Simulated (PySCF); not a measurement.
formamide cation (CH₃NO), SMILES NC=O (connectivity only; charge and spin as stated), charge +1, multiplicity 2. Atoms are numbered in the order given.

```xyz
6

N      0.1566    -1.0700     0.0000
C     -0.3809     0.1091     0.0000
O      0.2420     1.2121     0.0000
H      1.1650    -1.2020     0.0000
H     -0.4351    -1.8945     0.0000
H     -1.4764     0.2354     0.0000
```
Charge +1, spin multiplicity 2.

The structure is a stationary point at TPSSh-D3(BJ)/def2-TZVP. The spin state was assumed, not searched. One conformer was computed; it need not be the lowest.

Computed with B3LYP/pcH-1 run with PySCF.

Unrestricted Kohn–Sham, ⟨S²⟩ = 0.755. Hyperfine tensors hold the contact and dipolar terms, without spin-orbit corrections.

Computed hyperfine couplings:
| nucleus | A(iso) (MHz) | A(iso) (G) | dipolar principal values (MHz) |
|---|---|---|---|
| 14N no. 1 | 24.0 | 8.6 | -4.3, -1.4, 5.7 |
| 13C no. 2 | -46.1 | -16.4 | -11.0, -0.2, 11.2 |
| 17O no. 3 | -51.9 | -18.5 | -281.8, 133.1, 148.7 |
| 1H no. 4 | 2.0 | 0.7 | -6.3, -3.1, 9.4 |
| 1H no. 5 | 3.3 | 1.2 | -4.4, -1.6, 6.0 |
| 1H no. 6 | 223.4 | 79.7 | -10.3, -3.3, 13.6 |

Question: And the g tensor (effective nuclear charges for spin-orbit coupling, GIAO)? (An estimate is asked for; the answer gives what the named calculation found.)

Answer: principal values 2.0023, 2.0084, 2.0202; isotropic 2.0103.
